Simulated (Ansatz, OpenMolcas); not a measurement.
# A ladder of methods for P2H2 (phosphanylidenephosphane)

P2H2 has 4 atoms, charge 0, and is taken as a singlet. SMILES: `[H]/P=P/[H]`. The shape is that of a GFN2-xTB optimisation.

```xyz
4

P    -0.0244   -1.0036    0.0883
P     0.0244    1.0035   -0.0883
H     1.0373   -1.0676    1.0033
H    -1.0373    1.0677   -1.0034
```

Each level gives the energy change with the P2–H4 bond stretched from 1.403 to 3.508 Å (eV). The values are calculated.

```
                      level                    kind     program  value (eV)  less FCI/STO-3G  CPU time (all runs)
     HF/STO-3G (restricted)            Hartree–Fock      Ansatz        9.27            +5.30               0.23 s
  SVWN5/STO-3G (restricted)                     LDA      Ansatz        6.19            +2.22                1.4 s
    PBE/STO-3G (restricted)                     GGA      Ansatz        5.89            +1.92                2.1 s
 revPBE/STO-3G (restricted)                     GGA      Ansatz        5.76            +1.79                1.7 s
   PBE0/STO-3G (restricted)           global hybrid      Ansatz        6.86            +2.89                1.7 s
wB97M-V/STO-3G (restricted)  range-separated hybrid      Ansatz        7.61            +3.64                 24 s
BCCD(T)/STO-3G (restricted)   coupled cluster or CI      Ansatz        3.77            -0.20               0.39 s
CCSD(T)/STO-3G (restricted)   coupled cluster or CI      Ansatz        3.69            -0.28               0.35 s
                 FCI/STO-3G      exact in the basis  OpenMolcas        3.97             0.00                8.4 s
```

FCI/STO-3G is exact within its basis and frozen core, so for wave-function methods in that basis the difference is their error; functionals converge differently with the basis, so for them it is only a difference. A spin-restricted reference rises too steeply as a bond breaks; here HF/STO-3G, SVWN5/STO-3G, PBE/STO-3G, revPBE/STO-3G, PBE0/STO-3G, wB97M-V/STO-3G lie well above the multireference or unrestricted value. The first shape isn't each level's own minimum. The values span 3.69 to 9.27 eV. All rows use very small basis sets, so none should be taken for the real molecule's value. In so small a basis fixed costs decide the times, and correlated methods can beat functionals. CPU times are rough (shared hosts, several kinds of processor and program).
